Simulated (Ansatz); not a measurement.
System: 1T (CdI2-type) CdI₂. Method: BLYP (Ansatz, an electronic-structure program, PAW).

Settings: plane-wave cutoff 520 eV, 12×12×6 k mesh (along the axes of the cell as run), Fermi–Dirac smearing 0.01 eV, scalar-relativistic PAW data made under PBE.

Cell (measured lattice):

CdI$_{2}$ has the trigonal space group P-3m1 (No. 164), the CdI2 type structure, Pearson symbol hP3. Conventional cell: a = b = 4.2440 Å, c = 6.8590 Å, α = β = 90.00°, γ = 120.00°. Cd on 1a is coordinated by 6 I at 2.988 Å (octahedral). I on 2d sees 3 Cd at 2.988 Å (trigonal pyramidal). (Neighbours: up to the widest gap in distance over summed covalent radii, below 1.35, at either atom; cation-cation and far metal-metal contacts left out.)

Task: Give the computed band gap and smallest direct gap on the k points sampled.

Result: 
band gap: 2.28 eV
smallest direct gap on the k points sampled: 2.57 eV

Note: cell and atoms aren't relaxed at this level (pressure 4.3 GPa).

Spin–orbit coupling is not included; with these elements it can move the gap by several tenths of an eV or more.
